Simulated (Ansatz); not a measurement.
# Al₂H₂ (singlet): the correlation ladder at twist about Al1–Al2 = 72.7°, 6-31G

How much of the correlation energy of Al₂H₂ (singlet) does each wave-function method recover here?

Program: Ansatz 0.2.0, Gaussian basis. Level of theory: 6-31G, core rule «outside noble gas», up to 10 orbitals frozen. These are calculated values, not measurements.

Plan: UHF; CCSD(T) on RHF; CCSD(T) on UHF; BCCD(T) on RHF; CISD; CCSDT(Q) on RHF; CCSDT(Q) on UHF; CCSDTQ on RHF; CASSCF and MRCISD+Q, 2 electrons in 2 orbitals; CASSCF and NEVPT2, 2 electrons in 2 orbitals; CASSCF and MRCISD+Q, 8 electrons in 10 orbitals; CASSCF and NEVPT2, 8 electrons in 10 orbitals; Full CI.

17 further runs of the same task are left out: 1 for a mislabelled method, 14 that didn't finish, 2 set aside as unsound or not needed.

## (1) The geometry

The geometry derives from a PBE0/def2-TZVP stationary point (not a proven minimum). One half is turned about the bond named; the halves are rigid.

4 atoms, charge 0, spin multiplicity 1.

Atoms are counted from 1 here; the program's logs count them from 0.

Bond lengths: Al1–Al2 2.635 Å, Al1–H3 1.622 Å, Al2–H4 1.622 Å. Angles: Al2–Al1–H3 120.2°, Al1–Al2–H4 120.2°.

## (2) UHF

File in.yaml:

```yaml
crystal:
  periodic: [false, false, false]
  atoms:
    - {symbol: Al, position_ang: [0.024103, -0.171121, 1.306322]}
    - {symbol: Al, position_ang: [0.024103, 0.135887, -1.310456]}
    - {symbol: H, position_ang: [0.024103, 1.126281, 2.280449]}
    - {symbol: H, position_ang: [-1.314541, -0.183094, -2.169792]}
basis:
  gaussian: {orbitals: 6-31G}
magnetization: {spin_polarized: true, initial_magnetization: 0}
hamiltonian: {xc: hf}
output: {orbitals: {seedname: orbitals}}
```

Run with:

```
$ ansatz run in.yaml --threads 1 --pin off --events-out ev --progress --plain --max-ram 2393MiB
```

The runs that follow: CCSD(T) on RHF; CCSD(T) on UHF; BCCD(T) on RHF; CISD; CCSDT(Q) on RHF; CCSDT(Q) on UHF; CCSDTQ on RHF; CASSCF and MRCISD+Q, 2 electrons in 2 orbitals; CASSCF and NEVPT2, 2 electrons in 2 orbitals; CASSCF and MRCISD+Q, 8 electrons in 10 orbitals; CASSCF and NEVPT2, 8 electrons in 10 orbitals; Full CI.

**Question.** What will the summary of the whole plan be? Wanted: FCI below the RHF energy; RMP2 from FCI; UMP2 from FCI; RCCSD from FCI; RCCSD(T) from FCI; UCCSD(T) from FCI; RCCSDT(Q) from FCI; UCCSDT(Q) from FCI; NEVPT2 pair from FCI.

As calculated:

| quantity | value |
| --- | --- |
| FCI below the RHF energy | -2.8735 eV |
| RMP2 from FCI | +97.9 kJ/mol |
| UMP2 from FCI | +93.5 kJ/mol |
| RCCSD from FCI | +11.4 kJ/mol |
| RCCSD(T) from FCI | +3.9 kJ/mol |
| UCCSD(T) from FCI | +7.4 kJ/mol |
| RCCSDT(Q) from FCI | +0.2 kJ/mol |
| UCCSDT(Q) from FCI | +0.1 kJ/mol |
| NEVPT2 pair from FCI | +69.3 kJ/mol |
| MRCISD+Q pair from FCI | +1.3 kJ/mol |
| NEVPT2 valence from FCI | +17.1 kJ/mol |
| levels within 1 kcal/mol (43 meV) | RCCSD(T), BCCD(T), RCCSDT, UCCSDT, RCCSDT(Q), UCCSDT(Q), RCCSDTQ, MRCISD+Q pair, MRCISD valence, MRCISD+Q valence |
| T1 diagnostic | 0.031 |
| effectively unpaired electrons | 0.35 |

In words: RCCSD(T) lands +3.9 kJ/mol from the yardstick (1.4 % of the correlation energy). CCSD(T) misses by +3.9 kJ/mol on the restricted determinant and by +7.4 kJ/mol on the unrestricted one; the two need not hold the same state or core. The occupations show some static correlation. Of the multireference levels listed MRCISD+Q valence comes nearest in total energy (+1.0 kJ/mol), which doesn't show that its space is the better one. These misses are within one basis, not against nature.
